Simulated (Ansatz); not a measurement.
Process, species as SMILES: [SH] (SH) → [SH-] (an electron is taken up)
B3LYP-D3(BJ)/def2-TZVP geometries, fixed; electronic energies without zero-point terms; positive where energy is released.

How fast the adiabatic electron affinity converges with the basis for several methods (Ansatz, a quantum-chemistry and plane-wave program): deviation from each method's own reference, in eV. References: B3LYP 2.331 eV, the value in aug-cc-pV(5+d)Z; CCSD(T) 2.358 eV, Hartree-Fock in aug-cc-pV(Q+d)Z plus the correlation part extrapolated as X^-3 from aug-cc-pV(T+d)Z and aug-cc-pV(Q+d)Z; HF 1.062 eV, the value in aug-cc-pV(5+d)Z; MP2 2.444 eV, Hartree-Fock in aug-cc-pV(5+d)Z plus the correlation part extrapolated as X^-3 from aug-cc-pV(Q+d)Z and aug-cc-pV(5+d)Z; PBE 2.325 eV, the value in aug-cc-pV(5+d)Z; wB97M-V 2.304 eV, the value in aug-cc-pV(5+d)Z. Cartesian d functions, on some or all atoms, in 6-31+G*, 6-311G**; all else is spherical. In correlated methods cores are frozen. Open shells are unrestricted. No added dispersion term, no relativity. Functionals ending in -V hold VV10 correlation. 

```csv
basis,functions,B3LYP,CCSD(T),HF,MP2,PBE,wB97M-V
STO-3G,10,-6.757,-7.967,___,-8.017,-6.842,-6.755
3-21G,15,-0.630,-1.238,___,-1.327,-0.645,-0.598
6-31+G*,25,-0.004,-0.609,___,-0.648,-0.009,-0.005
6-311G**,33,-0.025,-0.621,___,-0.643,-0.049,-0.040
def2-TZVPPD,68,0.005,-0.173,___,-0.178,0.006,0.003
cc-pV(Q+d)Z,94,-0.193,-0.256,___,-0.277,-0.218,-0.170
pcseg-3,97,-0.058,-0.208,___,-0.216,-0.075,-0.047
def2-QZVPPD,112,0.001,-0.088,___,-0.097,0.003,0.002
```

Q: Fill in the missing entries.

A: 
- STO-3G, HF: -6.625
- 3-21G, HF: -0.246
- 6-31+G*, HF: 0.076
- 6-311G**, HF: 0.066
- def2-TZVPPD, HF: 0.009
- cc-pV(Q+d)Z, HF: -0.127
- pcseg-3, HF: -0.026
- def2-QZVPPD, HF: 0.001

Mean absolute deviation over 6-311G**, def2-TZVPPD: B3LYP 0.015, wB97M-V 0.022, PBE 0.028, HF 0.037, CCSD(T) 0.397, MP2 0.410 eV.
